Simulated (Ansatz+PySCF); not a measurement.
The numbers below are computed, except where a source is named.
Several solutions for singlet N2

```yaml
atoms:
  - { symbol: N, position_ang: [0.0000, 0.0000, -1.2350] }
  - { symbol: N, position_ang: [0.0000, 0.0000, 1.2350] }
```

Basis set: STO-3G (spherical functions). Charge 0, multiplicity 1.

PBE0 (unrestricted) was run from several starts with Ansatz (development build ahead of 0.2.0) and PySCF 2.14.0.

```json
{"run": "A", "program": "Ansatz", "start": "atomic start, no search", "converged": "yes", "energy (hartree)": "-107.36924", "<S²>": "0.00"}
{"run": "B", "program": "PySCF", "start": "program defaults", "converged": "yes", "energy (hartree)": "-107.36925", "<S²>": "0.00"}
{"run": "C", "program": "Ansatz", "start": "search for the lowest state", "converged": "yes", "energy (hartree)": "-107.68499", "<S²>": "2.89"}
{"run": "D", "program": "Ansatz", "start": "stability test followed", "converged": "yes", "energy (hartree)": "-107.68499", "<S²>": "2.89"}
```

**Question.** Which runs reached the lowest solution of this kind, and what is wrong with the others?

**Answer.** C, D reached the lowest solution found. Converged but too high: A by 8.59 eV, B by 8.59 eV. Convergence only shows a stationary point, and even a stable one can lie too high; stability tests and further starts are what find lower ones. Caution: the unrestricted determinant is a mixture of spin states.
